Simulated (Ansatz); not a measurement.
One change: `CCSC=S` becomes `CCS`.

Ansatz, PBE0-D4/def2-TZVP geometries, multiplicity 1. Each molecule was computed in one conformer, which needn't be the lowest.

```
                                        property  `CCSC=S`
             HOMO–LUMO gap (PBE/def2-TZVPP) / eV      2.37
           LUMO energy (ωB97M-V/def2-TZVPP) / eV      0.05
size of the dipole moment (B3LYP/def2-TZVPP) / D      4.16
             HOMO energy (B3LYP/def2-TZVPP) / eV     -6.17
           HOMO–LUMO gap (B3LYP/def2-TZVPP) / eV      3.98
           HOMO energy (ωB97M-V/def2-TZVPP) / eV     -8.62
```

**Question.** Give the same properties after the change, and the shifts. (An estimate is asked.)

**Answer.** Computed: 
```
                                        property  `CCS`  shift
             HOMO–LUMO gap (PBE/def2-TZVPP) / eV   5.10   2.73
           LUMO energy (ωB97M-V/def2-TZVPP) / eV   2.22   2.17
size of the dipole moment (B3LYP/def2-TZVPP) / D   1.61  -2.55
             HOMO energy (B3LYP/def2-TZVPP) / eV  -6.52  -0.35
           HOMO–LUMO gap (B3LYP/def2-TZVPP) / eV   6.74   2.76
           HOMO energy (ωB97M-V/def2-TZVPP) / eV  -9.00  -0.38
```

With PBE0 the HOMO falls by 0.34 eV and the LUMO rises by 2.54 eV, so the gap widens by about 2.88 eV. PBE moves the HOMO by -0.31 eV and ωB97M-V by -0.38 eV. Dipoles are sizes alone; their direction can turn.

B3LYP here is the variant with VWN-RPA as its local correlation; programs differ in this.
